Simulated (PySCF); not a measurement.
# C3H2ClPS: the cost of one run

Computed with PySCF 2.14.0 and routines of our own; the level stands in each step. Atoms count from 0.

## Step 1: The system as given

8 atoms, charge 0, multiplicity 1; geometry from: GFN2-xTB.

## Step 2: Geometry optimisation at PBE0-D3(BJ)/def2-SVP

What the job is given:

```
{"job": {"xc": "PBE0", "basis": "def2-SVP", "d3": "d3bj", "grid": 1, "kind": "geom"}, "charge": 0, "multiplicity": 1}
Cl     3.153358     0.017986    -0.020761
C      1.438589    -0.055421    -0.001592
P      0.554841    -1.510320     0.224721
C     -0.989511    -0.660065     0.102673
C     -0.968882     0.675174    -0.101302
S      0.568878     1.426942    -0.223765
H     -1.919346    -1.198931     0.189419
H     -1.828870     1.314047    -0.193959
```

The run is started by

```console
$ OMP_NUM_THREADS=1 python excited_run.py task.json out
```

One launch serves the whole session: the jobs run in the order shown.

Q: Estimate the wall time and peak memory of this first job on 1 thread of Arm Neoverse V2, shared host.

About 10 s, with a peak of 0.52 GiB.
